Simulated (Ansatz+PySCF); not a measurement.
Values are calculated unless marked as measured or tabulated.
Input for PySCF 2.14.0:

```python
from pyscf import gto, scf, mp

mol = gto.M(atom="""
N 0.000000 0.000000 0.364750
H 2.807550 0.000000 -0.851090
H -1.403770 2.431410 -0.851090
H -1.403770 -2.431410 -0.851090
""", basis='6-31g*', charge=0, spin=0)
mf = scf.UHF(mol)
mf.kernel()
pt = mp.MP2(mf, frozen=1).run()
print(mf.e_tot, pt.e_corr, pt.e_tot)
```

The script is written out from the run's settings.

The run gave:

```yaml
Converged: yes
Reference_energy: -55.24246 hartree
Correlation_energy: -0.69768 hartree
Total_energy: -55.94013 hartree
```

This is not the lowest solution: another run reaches a determinant 17.35 eV lower. Caution: bonds are stretched, where a single reference can fail.
